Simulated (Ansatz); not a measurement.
Rock-salt TiN, treated with LDA in Ansatz (PAW).

Numerical settings: plane-wave cutoff 520 eV, 16×16×16 k mesh, Fermi–Dirac smearing 0.1 eV, perturbation theory, no spin polarisation, scalar-relativistic PAW data made under PBE.

Computed at the level's own relaxed cell.

TiN has the cubic space group Fm-3m (No. 225), the rock salt structure, Pearson symbol cF8. Conventional cell: a = 4.172 Å, b = 4.172 Å, c = 4.172 Å, α = 90.00°, β = 90.00°, γ = 90.00°. Ti on 4a is surrounded by 6 N at 2.086 Å (octahedral). N on 4b has 6 Ti at 2.086 Å (octahedral). (Neighbours: up to the widest gap in distance over summed covalent radii, below 1.35, at either atom; cation-cation and far metal-metal contacts left out.)
(The calculation used a cell of 2 atoms; values per cell refer to that cell.)

Harmonic phonon frequencies (cm⁻¹; i marks an imaginary mode):

```json
[
 {"q point": "Γ", "frequencies": "0 0 0 551 551 551"},
 {"q point": "X", "frequencies": "272 272 321 559 559 579"},
 {"q point": "U", "frequencies": "252 293 310 561 576 585"},
 {"q point": "L", "frequencies": "?"},
 {"q point": "W", "frequencies": "?"}
]
```

**Question.** Complete the blanks.

**Answer.** 
- L, frequencies: 207 207 288 566 566 626
- W, frequencies: 219 301 301 558 558 569

No imaginary mode appears at these points.

Ansatz is an electronic-structure program.
